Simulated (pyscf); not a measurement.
HC≡C–C≡CH + H₂ → H₂C=C=C=CH₂, an addition across a multiple bond or ene-type step (singlet surface; H–H broken, C–H, C–H formed). Optimised with ωB97X-D3(BJ)/def2-SVP in PySCF. Energies in kcal/mol from the separated reactants.

Small-basis levels: PySCF, no dispersion term, spherical d functions. AM1 to PM7: differences of heats of formation from MOPAC, which are fitted to 298 K values and so differ in kind from electronic energies by zero-point and thermal terms. GFN2-xTB: tblite. Cost: rough CPU time at the saddle relative to B3LYP/6-31G*, from one job on a shared machine.

```tsv
level	barrier	reaction energy	cost
HF/STO-3G	90.1	-42.1	0.06
MP2/6-31G*	…	-31.9	0.1
SVWN5/6-31G*	26.4	-58.9	1
M06-2X/6-31G*	49.9	-44.6	3
B3LYP/def2-SVP	46.9	-45.7	1.0
GFN2-xTB	31.5	-44.0	under 0.02
AM1	…	-28.2	under 0.02
ωB97M-D3(BJ)/def2-TZVP	…	-42.2	–
```

Q: What belongs in the gaps?

A: 
- MP2/6-31G*, barrier: 53.0
- AM1, barrier: 70.8
- ωB97M-D3(BJ)/def2-TZVP, barrier: 48.4

Against the last row the barrier runs from -22.0 (SVWN5/6-31G*) to +41.7 kcal/mol (HF/STO-3G). ωB97M-D3(BJ)/def2-TZVP has limits of its own. H₂C=C=C=CH₂ lies 7.2 kcal/mol over its isomer HC≡C–CH=CH₂ (electronic energy, ωB97M-D3(BJ)/def2-TZVP). This is the saddle that the search found; another between the same sides may lie lower.
